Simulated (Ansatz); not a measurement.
A run of Ansatz (development build ahead of 0.2.0) on doublet CH₃Cl(+) at this shape:

```yaml
atoms:
  - { symbol: C, position_ang: [0.1184, -0.9455, -0.6447] }
  - { symbol: Cl, position_ang: [-0.0839, 0.5608, 0.3517] }
  - { symbol: H, position_ang: [0.0486, -0.5402, -1.6464] }
  - { symbol: H, position_ang: [1.0840, -1.3700, -0.3455] }
  - { symbol: H, position_ang: [-0.7741, -1.5087, -0.3094] }
```

Its results:

```yaml
Converged: yes
Total_energy: -498.55606 hartree
Spin_squared_of_the_determinant: 0.758
Stability_test: minimum
```

Forces (eV/Å):
```json
{"atom": "C1", "Fx": "-0.033", "Fy": "-0.305", "Fz": "0.421"}
{"atom": "Cl2", "Fx": "0.001", "Fy": "0.728", "Fz": "0.613"}
{"atom": "H3", "Fx": "-0.032", "Fy": "-0.448", "Fz": "-0.296"}
{"atom": "H4", "Fx": "-0.490", "Fy": "0.013", "Fz": "-0.260"}
{"atom": "H5", "Fx": "0.554", "Fy": "0.013", "Fz": "-0.478"}
```

Task: Which input gives this output? Name the method, the orbitals and the basis set, and write the input.

Result: UHF in def2-SVP.

```yaml
crystal:
  periodic: [false, false, false]
  atoms:
    - { symbol: C, position_ang: [0.11837, -0.94545, -0.64473] }
    - { symbol: Cl, position_ang: [-0.08386, 0.56077, 0.35171] }
    - { symbol: H, position_ang: [0.04864, -0.54018, -1.6464] }
    - { symbol: H, position_ang: [1.08404, -1.36999, -0.3455] }
    - { symbol: H, position_ang: [-0.77406, -1.50868, -0.3094] }
basis:
  gaussian: { orbitals: def2-SVP }
total_charge: 1
magnetization:
  spin_polarized: true
  initial_magnetization: 1
hamiltonian:
  xc: hf
output:
  forces: true
```
